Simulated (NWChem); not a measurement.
The numbers come from NWChem runs, not from measurements. System: FLi, charge 0, spin multiplicity 1, at a geometry optimised with PBE0/def2-SVP. The structure started from a generated list of species. Level: MP2/def2-TZVP, 1 core orbitals frozen.

NWChem printed:

```
             Northwest Computational Chemistry Package (NWChem) 7.3.0
             --------------------------------------------------------

                                NWChem Input Module
                                -------------------

 Scaling coordinates for geometry "geometry" by  1.889725989
 (inverse scale =  0.529177249)

 Turning off AUTOSYM since
 SYMMETRY directive was detected!

                             Geometry "geometry" -> ""
                             -------------------------

 Output coordinates in angstroms (scale by  1.889725989 to convert to a.u.)

  No.       Tag          Charge          X              Y              Z
 ---- ---------------- ---------- -------------- -------------- --------------
    1 Li                   3.0000     0.00000000     0.00000000    -1.14919300
    2 F                    9.0000     0.00000000     0.00000000     0.38306400

 Effective nuclear repulsion energy (a.u.)       9.3246666342

            Nuclear Dipole moment (a.u.)
            ----------------------------
        X                 Y               Z
 ---------------- ---------------- ----------------
     0.0000000000     0.0000000000    -0.0000056692

      Symmetry information
      --------------------

 Group name             C2v
 Group number             16
 Group order               4
 No. of unique centers     2

      Symmetry unique atoms

     1    2


 Summary of "ao basis" -> "" (spherical)
 ------------------------------------------------------------------------------
       Tag                 Description            Shells   Functions and Types
 ---------------- ------------------------------  ------  ---------------------
 *                         def2-tzvp                  on all atoms

 Summary of "ao basis" -> "ao basis" (spherical)
 ------------------------------------------------------------------------------
       Tag                 Description            Shells   Functions and Types
 ---------------- ------------------------------  ------  ---------------------
 Li                        def2-tzvp                 8       14   5s3p
 F                         def2-tzvp                11       31   5s3p2d1f

                                 NWChem SCF Module
                                 -----------------

  ao basis        = "ao basis"
  functions       =    45
  atoms           =     2
  closed shells   =     6
  open shells     =     0
  charge          =   0.00
  wavefunction    = RHF
  use symmetry    = T
  symmetry adapt  = T

 Summary of "ao basis" -> "ao basis" (spherical)
 ------------------------------------------------------------------------------
       Tag                 Description            Shells   Functions and Types
 ---------------- ------------------------------  ------  ---------------------
 Li                        def2-tzvp                 8       14   5s3p
 F                         def2-tzvp                11       31   5s3p2d1f

      Symmetry analysis of basis
      --------------------------

        a1         22
        a2          3
        b1         10
        b2         10

 Forming initial guess at       0.0s

      Superposition of Atomic Density Guess
      -------------------------------------

 Sum of atomic energies:        -106.85072996

      Non-variational initial energy
      ------------------------------

 Total energy =    -106.584669
 1-e energy   =    -166.932482
 2-e energy   =      51.023147
 HOMO         =      -0.670504
 LUMO         =      -0.057794

      Symmetry analysis of molecular orbitals - initial
      -------------------------------------------------

 !! scf_movecs_sym_adapt:   26 vectors were symmetry contaminated

  Symmetry fudging

 !! scf_movecs_sym_adapt:   24 vectors were symmetry contaminated

  Numbering of irreducible representations:

     1 a1          2 a2          3 b1          4 b2

  Orbital symmetries:

     1 a1          2 a1          3 a1          4 a1          5 b1
     6 b2          7 a1          8 b1          9 b2         10 a1
    11 a1         12 b1         13 b2         14 a1         15 b1
    16 b2

 Starting SCF solution at       0.1s

 ----------------------------------------------
[...]
     1 a1          2 a1          3 a1          4 a1          5 b2
     6 b1          7 a1          8 b2          9 b1         10 a1
    11 a1         12 b1         13 b2         14 a1         15 a1
    16 b2

             Final eigenvalues
             -----------------

              1
    1  -26.1059
    2   -2.4320
    3   -1.3765
    4   -0.4992
    5   -0.4747
    6   -0.4747
    7    0.0030
    8    0.1085
    9    0.1085
   10    0.1381
   11    0.2089
   12    0.6789
   13    0.6789
   14    0.8417
   15    0.8683
   16    0.8804

                       ROHF Final Molecular Orbital Analysis
                       -------------------------------------

 Vector    4  Occ=2.000000D+00  E=-4.991749D-01  Symmetry=a1
              MO Center=  1.8D-16,  1.3D-16,  3.8D-01, r^2= 5.2D-01
   Bfn.  Coefficient  Atom+Function         Bfn.  Coefficient  Atom+Function
  ----- ------------  ---------------      ----- ------------  ---------------
    22      0.474234  2 F  pz                25      0.414600  2 F  pz
    28      0.297125  2 F  pz

 Vector    5  Occ=2.000000D+00  E=-4.746710D-01  Symmetry=b2
              MO Center= -7.1D-32, -8.0D-17,  3.5D-01, r^2= 5.8D-01
   Bfn.  Coefficient  Atom+Function         Bfn.  Coefficient  Atom+Function
  ----- ------------  ---------------      ----- ------------  ---------------
    21      0.470469  2 F  py                24      0.404963  2 F  py
    27      0.320260  2 F  py

 Vector    6  Occ=2.000000D+00  E=-4.746710D-01  Symmetry=b1
              MO Center= -6.3D-17, -1.4D-31,  3.5D-01, r^2= 5.8D-01
   Bfn.  Coefficient  Atom+Function         Bfn.  Coefficient  Atom+Function
  ----- ------------  ---------------      ----- ------------  ---------------
    20      0.470469  2 F  px                23      0.404963  2 F  px
    26      0.320260  2 F  px

 Vector    7  Occ=0.000000D+00  E= 3.023414D-03  Symmetry=a1
              MO Center= -3.5D-15,  7.2D-15, -2.2D+00, r^2= 6.5D+00
   Bfn.  Coefficient  Atom+Function         Bfn.  Coefficient  Atom+Function
  ----- ------------  ---------------      ----- ------------  ---------------
     5      1.014971  1 Li s                 11     -0.459030  1 Li pz
     4     -0.160612  1 Li s

 Vector    8  Occ=0.000000D+00  E= 1.084917D-01  Symmetry=b2
              MO Center= -1.2D-32, -8.1D-15, -1.3D+00, r^2= 5.9D+00
   Bfn.  Coefficient  Atom+Function         Bfn.  Coefficient  Atom+Function
  ----- ------------  ---------------      ----- ------------  ---------------
    10      1.046211  1 Li py                27     -0.245338  2 F  py

 Vector    9  Occ=0.000000D+00  E= 1.084917D-01  Symmetry=b1
              MO Center=  2.6D-15, -7.7D-33, -1.3D+00, r^2= 5.9D+00
   Bfn.  Coefficient  Atom+Function         Bfn.  Coefficient  Atom+Function
  ----- ------------  ---------------      ----- ------------  ---------------
     9      1.046211  1 Li px                26     -0.245338  2 F  px

 center of mass
 --------------
 x =   0.00000000 y =   0.00000000 z =  -0.05703341

 moments of inertia (a.u.)
 ------------------
          42.958953536722           0.000000000000           0.000000000000
           0.000000000000          42.958953536722           0.000000000000
           0.000000000000           0.000000000000           0.000000000000

  Mulliken analysis of the total density
  --------------------------------------

    Atom       Charge   Shell Charges
 -----------   ------   -------------------------------------------------------
    1 Li   3     2.17   0.36  1.29  0.34  0.02 -0.00  0.10  0.06  0.00
    2 F    9     9.83   0.77  1.20  0.59  0.98  0.44  2.24  2.26  1.35  0.00  0.00  0.00

       Multipole analysis of the density wrt the origin
       ------------------------------------------------

     L   x y z        total         open         nuclear
     -   - - -        -----         ----         -------
     0   0 0 0     -0.000000      0.000000     12.000000

     1   1 0 0     -0.000000      0.000000      0.000000
     1   0 1 0     -0.000000      0.000000      0.000000
     1   0 0 1     -2.515875      0.000000     -0.000006

     2   2 0 0     -5.147902      0.000000      0.000000
     2   1 1 0      0.000000      0.000000      0.000000
     2   1 0 1      0.000000      0.000000      0.000000
     2   0 2 0     -5.147902      0.000000      0.000000
     2   0 1 1     -0.000000      0.000000      0.000000
     2   0 0 2     -0.775324      0.000000     18.864418

                   NWChem MP2 Semi-direct Energy/Gradient Module
                   ---------------------------------------------

  Basis functions       =     45
  Molecular orbitals    =     45
  Frozen core           =      1
  Frozen virtuals       =      0
  Active alpha occupied =      5
  Active beta occupied  =      5
  Active alpha virtual  =     39
  Active beta virtual   =     39
  Use MO symmetry       = T
  Use skeleton AO sym   = T

  AO/Fock/Back tols     =   1.0D-09  1.0D-09  1.0D-09

 GA uses MA = F    GA memory limited = T

 Available:
  local mem=  1.26D+08
 global mem=  1.44D+08
 local disk=  0.00D+00
  mp2_memr nvloc                    39
  nvloc new                    39
   1 passes of   5:        3145728                      13877                    686416.
   1 passes of   5: M    126154129           G      144175150           F     123008401.

 Semi-direct pass number   1 of   1  for RHF alpha+beta  at        0.1s
  vrange nnbf                  1030
  mp2_eaftype                    10  avail_ma_in_mb                  1099
 EAF : mp2_eaftype filesize          10     343208.
  mp2_eaf for mointskh                     10
Node 0 wrote      1.6 Mb in      0.0 s     Agg I/O rate:  2391.2 Mb/s
 Done moints_semi at        0.3s
  mp2_eaftype                    10  avail_ma_in_mb                  1089
 EAF : mp2_eaftype filesize          10     343208.
  mp2_eaf for kh                    10
 Done maket at        0.3s
 Done multipass loop at        0.3s

          -------------------------------------------
          SCF energy                -106.983976070888
          Correlation energy          -0.304184901008
          Singlet pairs               -0.195152096444
          Triplet pairs               -0.109032804564
          Total MP2 energy          -107.288160971896
          -------------------------------------------

          ---------------------------------------------------
                    Spin Component Scaled (SCS) MP2
          Same spin pairs                     -0.072688536376
          Same spin scaling factor             0.333333333333
          Opposite spin pairs                 -0.231496364632
          Opposite spin scaling fact.          1.200000000000
          SCS-MP2 correlation energy          -0.302025149684
          Total SCS-MP2 energy              -107.286001220571
          ---------------------------------------------------

 -----------------------
 Performance information
 -----------------------

 Timer overhead =  9.81D-08 seconds/call

               Nr. of calls         CPU time (s)                 Wall time (s)                GFlops
             ---------------    -------------------     ------------------------------   -------------------
Name         Min   Avg   Max    Min     Avg     Max     Min     Avg     Max   Mx/calls   Min     Max     Sum
mp2: moin     1     1     1   0.12    0.12    0.12     0.12    0.12    0.12    0.12      0.0     0.0     0.0
mp2: make     1     1     1   8.17E-3 8.17E-3 8.17E-3  8.17E-3 8.17E-3 8.17E-3 8.17E-3   0.0     0.0     0.0
mp2: tota     1     1     1   0.15    0.15    0.15     0.15    0.15    0.15    0.15      0.0     0.0     0.0

 The average no. of pstat calls per process was 3.00D+00
 with a timing overhead of 2.94D-07s

 Task  times  cpu:        0.3s     wall:        0.3s

 Total times  cpu:        0.3s     wall:        0.3s
```

Task: Write an NWChem input that would produce this output.

Result: One answer among several that fit: 
```
start mol
memory heap 200 mb stack 900 mb global 1100 mb
geometry units angstroms nocenter noautoz
  Li     0.000000     0.000000    -1.149193
  F      0.000000     0.000000     0.383064
  symmetry group C2v
end
basis spherical
  * library def2-tzvp
end
scf
  rhf
  nopen 0
  maxiter 100
  thresh 1e-7
  semidirect memsize 60000000 filesize 0
end
mp2
  freeze core 1
end
task mp2 energy
```
